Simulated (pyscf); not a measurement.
# Substitution at C: chloromethane (H₃C–Cl) + Cl atom (Cl•) → chloromethane (H₃C–Cl) + Cl atom (Cl•)

Gas phase, doublet surface, charge 0. Bonds broken: C1–Cl6. Bonds formed: C1–Cl2. Single points on ωB97X-D3(BJ)/def2-SVP structures (PySCF, gas phase). MP2 and CC: frozen core, UHF for open shells. ΔMP2 is the change of the MP2 total energy from the triple- to the quadruple-zeta basis.

Transition state (Å):

```xyz
6

C      0.2808     0.3155    -0.0496
Cl     1.5611     0.8446    -1.7057
H      0.8318     1.0003     0.5947
H     -0.5860     0.6698    -0.6069
H      0.5968    -0.7239    -0.1366
Cl    -1.0002    -0.2112     1.6067
```

One imaginary mode, 981i cm⁻¹; descent along it reached the two sides named.

| bond | change | reactant side (Å) | saddle | product side |
|---|---|---|---|---|
| C1–Cl6 | breaks | 1.777 | 2.159 | 3.3 |
| C1–Cl2 | forms | 3.3 | 2.159 | 1.777 |

Electronic energies relative to the separated reactants (kJ/mol):

```tsv
level	barrier	reaction energy	reverse barrier
ωB97X-D3(BJ)/def2-TZVP	104.6	0.0	104.6
PBE/def2-TZVP	54.5	0.0	54.5
r²SCAN/def2-TZVP	66.3	0.0	66.3
B3LYP-D3(BJ)/def2-TZVP	73.8	0.0	73.8
PBE0-D3(BJ)/def2-TZVP	81.6	0.0	81.6
M06-2X/def2-TZVP	97.1	0.0	97.1
ωB97M-D3(BJ)/def2-TZVP	101.4	0.0	101.4
HF/def2-TZVP	165.2	0.0	165.2
MP2/def2-QZVPP	126.8	0.0	126.8
CCSD/def2-TZVPP	120.4	0.0	120.4
CCSD(T)/def2-TZVPP	107.1	0.0	107.1
CCSD(T)/def2-TZVPP + ΔMP2(QZVPP)	105.7	0.0	105.7
```

With CCSD(T)/def2-TZVPP + ΔMP2(QZVPP) energies and thermal terms (ideal gas, 1 atm, RRHO with modes under 100 cm⁻¹ raised to 100, one conformer, R ln 2 for rigid chiral ones), in kJ/mol:

```csv
T (K),ΔH‡,ΔG‡,ΔH,ΔG
298,100.7,129.9,0.0,0.0
600,100.9,159.3,0.0,0.0
900,100.6,188.6,0.0,0.0
1200,99.9,218.0,0.0,0.0
```

Abstraction by the radical was not located in this set and often lies lower. One saddle was located; it need not be the lowest between these sides. The angle at the attacked C is 180°. The CCSD(T) − MP2 part came from Ansatz, without density fitting, on the same reference. A UHF reference is spin-contaminated (<S²> up to 0.94), which harms MP2 most. Left out: orbital degeneracy and the spin-orbit lowering of Cl.
